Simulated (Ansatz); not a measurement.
Interaction energy ladder

The pair of C₂H₄ (SMILES C=C, atoms 1–6) and SiH₄ (SMILES [SiH4], atoms 7–11), both closed shells, in one local arrangement (a lower one may exist), relaxed at PBE0-D4/def2-TZVP:

```xyz
11
angstrom
C -0.0013 0.6413 -1.6625
C -0.0512 -0.6812 -1.6557
H 0.9341 1.1751 -1.7911
H -0.8935 1.2456 -1.5383
H -0.9862 -1.2154 -1.5256
H 0.8414 -1.2852 -1.7783
Si 0.0318 0.0238 1.9835
H -1.3706 -0.0567 1.5044
H 0.0342 0.0435 3.4706
H 0.6661 1.2675 1.4806
H 0.7953 -1.1581 1.5124
```

Program: Ansatz 0.2.0. Basis: def2-TZVPPD, with def2-QZVPPD for the basis limit. Cores are frozen in the correlated methods. B3LYP uses VWN-RPA correlation. Extrapolation: Hartree–Fock as exp(−7.88 √X), correlation as X^−2.97. Interaction energies count from these two fragments, frozen as in the pair, with the counterpoise correction; negative means bound.

Problem. What is the interaction energy by CCSD(T) at an estimated basis limit (MP2 extrapolated from triple and quadruple zeta, plus CCSD(T) − MP2 in triple zeta)? (Judge from chemistry; the value comes from the calculation.)

Solution. The calculation gives: -5.5 kJ/mol. Hartree–Fock alone gives 3.4 kJ/mol at the basis limit, so without correlation the pair would not bind at this distance. It counts from the two fragments frozen as in the pair.

The same quantity by other methods in triple zeta, and each one's difference from that estimate:
```tsv
method	E_int (kJ/mol)	difference
PBE-D4	-6.8	-1.3
revPBE-D4	-6.1	-0.6
BLYP-D4	-5.3	0.2
r2SCAN-D4	-5.8	-0.3
B97M-V	-5.8	-0.3
PBE0-D4	-6.5	-1.0
B3LYP-D4	-5.9	-0.4
HSE06-D4	-6.5	-0.9
wB97X-V	-5.7	-0.2
wB97M-V	-6.0	-0.4
B2PLYP	-0.7	4.8
HF	3.4	8.9
MP2	-5.2	0.3
CCSD	-3.4	2.1
CCSD(T)	-4.6	0.9
```
Differences are method less estimate.

Basis-set superposition shift (counterpoise-corrected less uncorrected): CCSD(T) 1.5; MP2 1.6; HF 0.3; PBE0-D4 0.3; wB97M-V 0.4 kJ/mol.

No T1 diagnostic of these runs exceeds 0.011.

For scale, one of the runs: CCSD(T)/def2-TZVPPD, 258 basis functions, launched by `ansatz run in.yaml --threads 4 --pin off --events-out ev --progress --plain --max-ram 9574MiB`. Hardware: 4 CPU threads of an Arm Neoverse V1, shared host. Wall time 77 s; peak host memory 5.8 GiB.
